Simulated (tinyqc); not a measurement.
Worked calculation (part 1 of 3): UHF in the sto-3g basis, for CH+, spin multiplicity 1. This run ends on a higher stationary point, not on the lowest solution. Computed by tinyqc, a small Python program that keeps every step (integrals from PySCF). Settings: charge = 1, multiplicity = 1, basis = sto-3g, energy threshold = 1e-09, iteration cap = 80, orthogonalisation = symmetric, start = core, DIIS depth = 4, method = UHF, break = 0.4. Command: `OMP_NUM_THREADS=1 python tinyqc.py 27070 27071 out.jsonl` (the two numbers bound the seeds that draw the settings). One thread of a shared host (Intel(R) Xeon(R) Processor @ 2.60GHz), about 0.3 s of CPU time with the checks. Later iterations appear only in the table of the cycle.

## One-electron integrals

Geometry (angstrom):
```
atom         x         y         z
C     0.000000  0.000000  0.000000
H     0.000000  0.000000  1.993000
```

Basis sto-3g: exponents (1/bohr^2) and contraction coefficients of normalised primitives:
```
element  l (shell)   exponent  coefficient
C            s (1)  71.616837     0.154329
C            s (1)  13.045096     0.535328
C            s (1)   3.530512     0.444635
C            s (2)   2.941249    -0.099967
C            s (2)   0.683483     0.399513
C            s (2)   0.222290     0.700115
C            p (3)   2.941249     0.155916
C            p (3)   0.683483     0.607684
C            p (3)   0.222290     0.391957
H            s (1)   3.425251     0.154329
H            s (1)   0.623914     0.535328
H            s (1)   0.168855     0.444635
```

Overlap, kinetic and nuclear-attraction integrals over the contracted functions; the nuclear repulsion is the sum of Za Zb / Rab.

nuclear repulsion = 1.59310751 hartree

overlap S, lower triangle:
```
           1C 1s     1C 2s    1C 2px    1C 2py    1C 2pz     2H 1s
1C 1s   1.000000
1C 2s   0.248362  1.000000
1C 2px  0.000000  0.000000  1.000000
1C 2py  0.000000  0.000000  0.000000  1.000000
1C 2pz  0.000000  0.000000  0.000000  0.000000  1.000000
2H 1s   0.008089  0.130001  0.000000  0.000000  0.161296  1.000000
```

kinetic energy T (hartree), lower triangle:
```
            1C 1s      1C 2s    1C 2px    1C 2py    1C 2pz     2H 1s
1C 1s   15.891122
1C 2s   -0.085890   0.472250
1C 2px   0.000000   0.000000  1.477728
1C 2py   0.000000   0.000000  0.000000  1.477728
1C 2pz   0.000000   0.000000  0.000000  0.000000  1.477728
2H 1s   -0.002760  -0.013194  0.000000  0.000000  0.008075  0.760032
```

nuclear attraction V (hartree), lower triangle:
```
             1C 1s      1C 2s     1C 2px     1C 2py     1C 2pz      2H 1s
1C 1s   -33.918259
1C 2s    -4.258173  -5.455234
1C 2px    0.000000   0.000000  -5.404224
1C 2py    0.000000   0.000000   0.000000  -5.404224
1C 2pz   -0.005066  -0.059017   0.000000   0.000000  -5.432508
2H 1s    -0.140399  -0.475404   0.000000   0.000000  -0.530491  -2.819101
```

core Hamiltonian H = T + V (hartree), lower triangle:
```
             1C 1s      1C 2s     1C 2px     1C 2py     1C 2pz      2H 1s
1C 1s   -18.027137
1C 2s    -4.344063  -4.982985
1C 2px    0.000000   0.000000  -3.926496
1C 2py    0.000000   0.000000   0.000000  -3.926496
1C 2pz   -0.005066  -0.059017   0.000000   0.000000  -3.954780
2H 1s    -0.143160  -0.488598   0.000000   0.000000  -0.522416  -2.059069
```

## Two-electron integrals

Functions are numbered as in S; the eight-fold symmetry (ij|kl) = (ji|kl) = (kl|ij) leaves the list below.

Two-electron integrals (ij|kl) in chemists' order, unique and non-zero (hartree):
```
(11|11) 3.541948   (21|11) 0.576921   (21|21) 0.111888   (22|11) 0.854682
(22|21) 0.205284   (22|22) 0.624709   (31|31) 0.020296   (32|31) 0.030858
(32|32) 0.137996   (33|11) 0.852436   (33|21) 0.205335   (33|22) 0.624568
(33|33) 0.672833   (41|41) 0.020296   (42|41) 0.030858   (42|42) 0.137996
(43|43) 0.036269   (44|11) 0.852436   (44|21) 0.205335   (44|22) 0.624568
(44|33) 0.600295   (44|44) 0.672833   (51|51) 0.020296   (52|51) 0.030858
(52|52) 0.137996   (53|53) 0.036269   (54|54) 0.036269   (55|11) 0.852436
(55|21) 0.205335   (55|22) 0.624568   (55|33) 0.600295   (55|44) 0.600295
(55|55) 0.672833   (61|11) 0.018830   (61|21) 0.003634   (61|22) 0.006671
(61|33) 0.006653   (61|44) 0.006653   (61|51) 0.000226   (61|52) 0.000425
(61|55) 0.006709   (61|61) 0.000121   (62|11) 0.067271   (62|21) 0.016483
(62|22) 0.058480   (62|33) 0.056995   (62|44) 0.056995   (62|51) 0.001542
(62|52) 0.012414   (62|55) 0.061387   (62|61) 0.000560   (62|62) 0.009018
(63|31) 0.001334   (63|32) 0.007897   (63|53) 0.002222   (63|63) 0.000856
(64|41) 0.001334   (64|42) 0.007897   (64|54) 0.002222   (64|64) 0.000856
(65|11) 0.070911   (65|21) 0.017540   (65|22) 0.065578   (65|33) 0.062766
(65|44) 0.062766   (65|51) 0.002574   (65|52) 0.019446   (65|55) 0.071128
(65|61) 0.000611   (65|62) 0.011808   (65|65) 0.016030   (66|11) 0.265402
(66|21) 0.065908   (66|22) 0.264454   (66|33) 0.255709   (66|44) 0.255709
(66|51) 0.005036   (66|52) 0.057456   (66|55) 0.281763   (66|61) 0.002227
(66|62) 0.060433   (66|65) 0.087297   (66|66) 0.774606
```

## Orthogonalisation

S = U s U^T; symmetric (Loewdin) form X = U s^(-1/2) U^T, so that X^T S X = 1.

eigenvalues of S: 0.710720  0.859403  1.000000  1.000000  1.132830  1.297047

X, lower triangle:
```
            1C 1s      1C 2s    1C 2px    1C 2py     1C 2pz     2H 1s
1C 1s    1.024397
1C 2s   -0.130254   1.031228
1C 2px   0.000000   0.000000  1.000000
1C 2py   0.000000   0.000000  0.000000  1.000000
1C 2pz  -0.001242   0.008398  0.000000  0.000000   1.010076
2H 1s    0.008773  -0.068738  0.000000  0.000000  -0.082912  1.016782
```

## Starting guess

The start is the orbitals of the core Hamiltonian, with HOMO and LUMO mixed by +/-0.4 rad for the two spins; D(s) = C_occ C_occ^T for each spin.

D(alpha) at the start, lower triangle:
```
            1C 1s      1C 2s     1C 2px     1C 2py     1C 2pz     2H 1s
1C 1s    1.065663
1C 2s   -0.264654   1.066508
1C 2px   0.021683  -0.090668   0.151634
1C 2py  -0.000194   0.000812  -0.001359   0.000012
1C 2pz  -0.011803   0.050822   0.349642  -0.003133   0.872941
2H 1s    0.012435  -0.047930  -0.018683   0.000167  -0.058251  0.005753
```

D(beta) at the start, lower triangle:
```
            1C 1s      1C 2s     1C 2px     1C 2py     1C 2pz     2H 1s
1C 1s    1.065663
1C 2s   -0.264654   1.066508
1C 2px  -0.021683   0.090668   0.151634
1C 2py   0.000194  -0.000812  -0.001359   0.000012
1C 2pz  -0.011803   0.050822  -0.349642   0.003133   0.872941
2H 1s    0.012435  -0.047930   0.018683  -0.000167  -0.058251  0.005753
```

## Iteration 1: building the Fock matrix

J_ij = sum D_kl (ij|kl) with D = D(alpha) + D(beta), K_ij = sum D_kl (ik|jl) for each spin; F = H + J - K(s); E = tr D H + tr D J / 2 - 0.5 sum_s tr D(s) K(s) + E_nn.

Coulomb J (hartree), lower triangle:
```
            1C 1s     1C 2s     1C 2px    1C 2py    1C 2pz     2H 1s
1C 1s   10.482723
1C 2s    1.963495  4.193537
1C 2px   0.000000  0.000000   4.161494
1C 2py   0.000000  0.000000  -0.000197  4.139497
1C 2pz   0.004489  0.020367   0.000000  0.000000  4.263649
2H 1s    0.064103  0.373819   0.000000  0.000000  0.414531  1.617991
```

exchange K(alpha) (hartree), lower triangle:
```
            1C 1s      1C 2s     1C 2px     1C 2py    1C 2pz     2H 1s
1C 1s    3.609375
1C 2s    0.609211   0.811633
1C 2px  -0.002641  -0.065231   0.285178
1C 2py   0.000024   0.000584  -0.000865   0.188660
1C 2pz   0.001189   0.027826   0.221356  -0.001983  0.735319
2H 1s    0.021259   0.066070   0.012219  -0.000109  0.059292  0.013307
```

exchange K(beta) (hartree), lower triangle:
```
            1C 1s      1C 2s     1C 2px    1C 2py    1C 2pz     2H 1s
1C 1s    3.609375
1C 2s    0.609211   0.811633
1C 2px   0.002641   0.065231   0.285178
1C 2py  -0.000024  -0.000584  -0.000865  0.188660
1C 2pz   0.001189   0.027826  -0.221356  0.001983  0.735319
2H 1s    0.021259   0.066070  -0.012219  0.000109  0.059292  0.013307
```

F(alpha) (hartree), lower triangle:
```
             1C 1s      1C 2s     1C 2px    1C 2py     1C 2pz      2H 1s
1C 1s   -11.153789
1C 2s    -2.989780  -1.601081
1C 2px    0.002641   0.065231  -0.050180
1C 2py   -0.000024  -0.000584   0.000668  0.024341
1C 2pz   -0.001766  -0.066475  -0.221356  0.001983  -0.426450
2H 1s    -0.100316  -0.180849  -0.012219  0.000109  -0.167177  -0.454384
```

F(beta) (hartree), lower triangle:
```
             1C 1s      1C 2s     1C 2px     1C 2py     1C 2pz      2H 1s
1C 1s   -11.153789
1C 2s    -2.989780  -1.601081
1C 2px   -0.002641  -0.065231  -0.050180
1C 2py    0.000024   0.000584   0.000668   0.024341
1C 2pz   -0.001766  -0.066475   0.221356  -0.001983  -0.426450
2H 1s    -0.100316  -0.180849   0.012219  -0.000109  -0.167177  -0.454384
```

total energy of this density = -37.12629997 hartree

## Iteration 1: diagonalisation and new density

Diagonalise F' = X^T F X, C = X C', fill 3 alpha and 3 beta electrons from the bottom; D(s) = C_occ C_occ^T. Each column has its largest component positive (the first on a tie).

F' = X^T F X (alpha) (hartree), lower triangle:
```
            1          2          3          4          5          6
1  -10.935408
2   -1.501439  -1.067979
3   -0.005623   0.065905  -0.050180
4    0.000050  -0.000590   0.000668   0.024341
5    0.002586  -0.057592  -0.222028   0.001989  -0.411170
6    0.014600  -0.069336   0.001468  -0.000013  -0.095984  -0.426591
```

orbital energies (alpha) (hartree): MO1 -11.158817, MO2 -0.869186, MO3 -0.558163, MO4 -0.371220, MO5 0.024347, MO6 0.066052

coefficients C (alpha):
```
              MO1        MO2        MO3        MO4       MO5        MO6
1C 1s    0.994067  -0.270206   0.055516   0.040881  0.000000  -0.022351
1C 2s    0.022966   0.997995  -0.220628  -0.182913  0.000000   0.080850
1C 2px  -0.000362  -0.040414   0.365441  -0.267706  0.008959   0.890546
1C 2py   0.000003   0.000362  -0.003274   0.002399  0.999960  -0.007979
1C 2pz   0.000584   0.135270   0.750965  -0.492365  0.000000  -0.450034
2H 1s   -0.001881   0.110096   0.422322   0.918384  0.000000   0.107767
```

F' = X^T F X (beta) (hartree), lower triangle:
```
            1          2          3          4          5          6
1  -10.935408
2   -1.501439  -1.067979
3    0.005623  -0.065905  -0.050180
4   -0.000050   0.000590   0.000668   0.024341
5    0.002586  -0.057592   0.222028  -0.001989  -0.411170
6    0.014600  -0.069336  -0.001468   0.000013  -0.095984  -0.426591
```

orbital energies (beta) (hartree): MO1 -11.158817, MO2 -0.869186, MO3 -0.558163, MO4 -0.371220, MO5 0.024347, MO6 0.066052

coefficients C (beta):
```
              MO1        MO2        MO3        MO4       MO5        MO6
1C 1s    0.994067  -0.270206   0.055516   0.040881  0.000000   0.022351
1C 2s    0.022966   0.997995  -0.220628  -0.182913  0.000000  -0.080850
1C 2px   0.000362   0.040414  -0.365441   0.267706  0.008959   0.890546
1C 2py  -0.000003  -0.000362   0.003274  -0.002399  0.999960  -0.007979
1C 2pz   0.000584   0.135270   0.750965  -0.492365  0.000000   0.450034
2H 1s   -0.001881   0.110096   0.422322   0.918384  0.000000  -0.107767
```

D(alpha) after iteration 1, lower triangle:
```
            1C 1s      1C 2s     1C 2px     1C 2py    1C 2pz     2H 1s
1C 1s    1.064263
1C 2s   -0.259083   1.045199
1C 2px   0.030848  -0.120967   0.135181
1C 2py  -0.000276   0.001084  -0.001211   0.000011
1C 2pz   0.005721  -0.030672   0.268967  -0.002410  0.582247
2H 1s   -0.008173   0.016656   0.149885  -0.001343  0.332040  0.190480
```

D(beta) after iteration 1, lower triangle:
```
            1C 1s      1C 2s     1C 2px    1C 2py    1C 2pz     2H 1s
1C 1s    1.064263
1C 2s   -0.259083   1.045199
1C 2px  -0.030848   0.120967   0.135181
1C 2py   0.000276  -0.001084  -0.001211  0.000011
1C 2pz   0.005721  -0.030672  -0.268967  0.002410  0.582247
2H 1s   -0.008173   0.016656  -0.149885  0.001343  0.332040  0.190480
```

## Iteration 2: building the Fock matrix

As before.

Coulomb J (hartree), lower triangle:
```
            1C 1s     1C 2s     1C 2px    1C 2py    1C 2pz     2H 1s
1C 1s   10.150172
1C 2s    1.885179  4.000063
1C 2px   0.000000  0.000000   3.972553
1C 2py   0.000000  0.000000  -0.000176  3.952944
1C 2pz   0.002111  0.032305   0.000000  0.000000  4.058735
2H 1s    0.061516  0.373048   0.000000  0.000000  0.422629  1.854737
```

exchange K(alpha) (hartree), lower triangle:
```
            1C 1s      1C 2s     1C 2px     1C 2py    1C 2pz     2H 1s
1C 1s    3.602119
1C 2s    0.600842   0.776296
1C 2px  -0.000452  -0.075233   0.263797
1C 2py   0.000004   0.000674  -0.000771   0.177752
1C 2pz   0.000665   0.008194   0.180955  -0.001621  0.597397
2H 1s    0.021635   0.107614   0.048331  -0.000433  0.168610  0.225492
```

exchange K(beta) (hartree), lower triangle:
```
            1C 1s      1C 2s     1C 2px    1C 2py    1C 2pz     2H 1s
1C 1s    3.602119
1C 2s    0.600842   0.776296
1C 2px   0.000452   0.075233   0.263797
1C 2py  -0.000004  -0.000674  -0.000771  0.177752
1C 2pz   0.000665   0.008194  -0.180955  0.001621  0.597397
2H 1s    0.021635   0.107614  -0.048331  0.000433  0.168610  0.225492
```

F(alpha) (hartree), lower triangle:
```
             1C 1s      1C 2s     1C 2px     1C 2py     1C 2pz      2H 1s
1C 1s   -11.479084
1C 2s    -3.059726  -1.759217
1C 2px    0.000452   0.075233  -0.217740
1C 2py   -0.000004  -0.000674   0.000595  -0.151305
1C 2pz   -0.003620  -0.034907  -0.180955   0.001621  -0.493442
2H 1s    -0.103278  -0.223164  -0.048331   0.000433  -0.268396  -0.429823
```

F(beta) (hartree), lower triangle:
```
             1C 1s      1C 2s     1C 2px     1C 2py     1C 2pz      2H 1s
1C 1s   -11.479084
1C 2s    -3.059726  -1.759217
1C 2px   -0.000452  -0.075233  -0.217740
1C 2py    0.000004   0.000674   0.000595  -0.151305
1C 2pz   -0.003620  -0.034907   0.180955  -0.001621  -0.493442
2H 1s    -0.103278  -0.223164   0.048331  -0.000433  -0.268396  -0.429823
```

total energy of this density = -37.31335260 hartree

## Iteration 2: DIIS over 2 matrices

error matrix X^T (FDS - SDF) X (alpha):
```
           1          2          3          4          5          6
1   0.000000  -0.000299   0.000089  -0.000001   0.000437  -0.001316
2   0.000299   0.000000  -0.004018   0.000036  -0.011160   0.024328
3  -0.000089   0.004018   0.000000   0.000000  -0.005509   0.003496
4   0.000001  -0.000036   0.000000   0.000000   0.000049  -0.000031
5  -0.000437   0.011160   0.005509  -0.000049   0.000000   0.023332
6   0.001316  -0.024328  -0.003496   0.000031  -0.023332   0.000000
```

B (overlaps of the stored error matrices):
```
               1              2
1  5.4796634e-02  1.4790735e-02
2  1.4790735e-02  5.2861370e-03
```

Minimise |sum c_i e_i|^2 with sum c_i = 1: solve [B -1; -1 0][c; lambda] = [0; -1] with B_ij = tr e_i^T e_j summed over both spins, and take F = sum c_i F_i.

DIIS coefficients: -0.311613  1.311613

extrapolated F(alpha) (hartree), lower triangle:
```
             1C 1s      1C 2s     1C 2px     1C 2py     1C 2pz      2H 1s
1C 1s   -11.580450
1C 2s    -3.081522  -1.808495
1C 2px   -0.000230   0.078350  -0.269953
1C 2py    0.000002  -0.000702   0.000573  -0.206039
1C 2pz   -0.004197  -0.025069  -0.168366   0.001509  -0.514318
2H 1s    -0.104202  -0.236350  -0.059584   0.000534  -0.299938  -0.422170
```

extrapolated F(beta) (hartree), lower triangle:
```
             1C 1s      1C 2s     1C 2px     1C 2py     1C 2pz      2H 1s
1C 1s   -11.580450
1C 2s    -3.081522  -1.808495
1C 2px    0.000230  -0.078350  -0.269953
1C 2py   -0.000002   0.000702   0.000573  -0.206039
1C 2pz   -0.004197  -0.025069   0.168366  -0.001509  -0.514318
2H 1s    -0.104202  -0.236350   0.059584  -0.000534  -0.299938  -0.422170
```

## Iteration 2: diagonalisation and new density

As before.

F' = X^T F X (alpha) (hartree), lower triangle:
```
            1          2          3          4          5          6
1  -11.362096
2   -1.516000  -1.262322
3   -0.010754   0.083508  -0.269953
4    0.000096  -0.000748   0.000573  -0.206039
5   -0.006789  -0.002303  -0.164464   0.001474  -0.477588
6    0.020010  -0.121409  -0.052013   0.000466  -0.232201  -0.364243
```

orbital energies (alpha) (hartree): MO1 -11.584748, MO2 -1.069510, MO3 -0.714652, MO4 -0.230166, MO5 -0.206033, MO6 -0.137133

coefficients C (alpha):
```
              MO1        MO2        MO3        MO4       MO5        MO6
1C 1s    0.994596  -0.270297   0.032910  -0.054291  0.000000  -0.011042
1C 2s    0.020988   1.005063  -0.140332   0.226367  0.000000   0.060534
1C 2px  -0.000124  -0.080770   0.363746   0.735448  0.008959  -0.565863
1C 2py   0.000001   0.000724  -0.003259  -0.006589  0.999960   0.005070
1C 2pz   0.000641   0.044677   0.727126   0.171180  0.000000   0.683513
2H 1s   -0.001544   0.112552   0.475451  -0.676993  0.000000  -0.590321
```

F' = X^T F X (beta) (hartree), lower triangle:
```
            1          2          3          4          5          6
1  -11.362096
2   -1.516000  -1.262322
3    0.010754  -0.083508  -0.269953
4   -0.000096   0.000748   0.000573  -0.206039
5   -0.006789  -0.002303   0.164464  -0.001474  -0.477588
6    0.020010  -0.121409   0.052013  -0.000466  -0.232201  -0.364243
```

orbital energies (beta) (hartree): MO1 -11.584748, MO2 -1.069510, MO3 -0.714652, MO4 -0.230166, MO5 -0.206033, MO6 -0.137133

coefficients C (beta):
```
              MO1        MO2        MO3        MO4       MO5        MO6
1C 1s    0.994596  -0.270297   0.032910   0.054291  0.000000  -0.011042
1C 2s    0.020988   1.005063  -0.140332  -0.226367  0.000000   0.060534
1C 2px   0.000124   0.080770  -0.363746   0.735448  0.008959   0.565863
1C 2py  -0.000001  -0.000724   0.003259  -0.006589  0.999960  -0.005070
1C 2pz   0.000641   0.044677   0.727126  -0.171180  0.000000   0.683513
2H 1s   -0.001544   0.112552   0.475451   0.676993  0.000000  -0.590321
```

D(alpha) after iteration 2, lower triangle:
```
            1C 1s      1C 2s     1C 2px     1C 2py    1C 2pz     2H 1s
1C 1s    1.063365
1C 2s   -0.255409   1.030286
1C 2px   0.033680  -0.132227   0.138835
1C 2py  -0.000302   0.001185  -0.001244   0.000011
1C 2pz   0.012492  -0.057122   0.260881  -0.002337  0.530709
2H 1s   -0.016310   0.046368   0.163853  -0.001468  0.350741  0.238724
```

D(beta) after iteration 2, lower triangle:
```
            1C 1s      1C 2s     1C 2px    1C 2py    1C 2pz     2H 1s
1C 1s    1.063365
1C 2s   -0.255409   1.030286
1C 2px  -0.033680   0.132227   0.138835
1C 2py   0.000302  -0.001185  -0.001244  0.000011
1C 2pz   0.012492  -0.057122  -0.260881  0.002337  0.530709
2H 1s   -0.016310   0.046368  -0.163853  0.001468  0.350741  0.238724
```

## Iteration 3: building the Fock matrix

As before.

Coulomb J (hartree), lower triangle:
```
            1C 1s     1C 2s     1C 2px    1C 2py    1C 2pz     2H 1s
1C 1s   10.083451
1C 2s    1.869511  3.960253
1C 2px   0.000000  0.000000   3.934377
1C 2py   0.000000  0.000000  -0.000180  3.914237
1C 2pz   0.000250  0.027000   0.000000  0.000000  4.016211
2H 1s    0.060978  0.372010   0.000000  0.000000  0.422949  1.902605
```

exchange K(alpha) (hartree), lower triangle:
```
            1C 1s      1C 2s     1C 2px     1C 2py    1C 2pz     2H 1s
1C 1s    3.600458
1C 2s    0.599510   0.765886
1C 2px  -0.000529  -0.082244   0.263109
1C 2py   0.000005   0.000737  -0.000792   0.174739
1C 2pz   0.000485  -0.006134   0.176716  -0.001583  0.565551
2H 1s    0.021509   0.115704   0.050681  -0.000454  0.174491  0.268112
```

exchange K(beta) (hartree), lower triangle:
```
            1C 1s      1C 2s     1C 2px    1C 2py    1C 2pz     2H 1s
1C 1s    3.600458
1C 2s    0.599510   0.765886
1C 2px   0.000529   0.082244   0.263109
1C 2py  -0.000005  -0.000737  -0.000792  0.174739
1C 2pz   0.000485  -0.006134  -0.176716  0.001583  0.565551
2H 1s    0.021509   0.115704  -0.050681  0.000454  0.174491  0.268112
```

F(alpha) (hartree), lower triangle:
```
             1C 1s      1C 2s     1C 2px     1C 2py     1C 2pz      2H 1s
1C 1s   -11.544144
1C 2s    -3.074062  -1.788618
1C 2px    0.000529   0.082244  -0.255228
1C 2py   -0.000005  -0.000737   0.000611  -0.186998
1C 2pz   -0.005300  -0.025884  -0.176716   0.001583  -0.504120
2H 1s    -0.103690  -0.232293  -0.050681   0.000454  -0.273958  -0.424576
```

F(beta) (hartree), lower triangle:
```
             1C 1s      1C 2s     1C 2px     1C 2py     1C 2pz      2H 1s
1C 1s   -11.544144
1C 2s    -3.074062  -1.788618
1C 2px   -0.000529  -0.082244  -0.255228
1C 2py    0.000005   0.000737   0.000611  -0.186998
1C 2pz   -0.005300  -0.025884   0.176716  -0.001583  -0.504120
2H 1s    -0.103690  -0.232293   0.050681  -0.000454  -0.273958  -0.424576
```

total energy of this density = -37.31776377 hartree
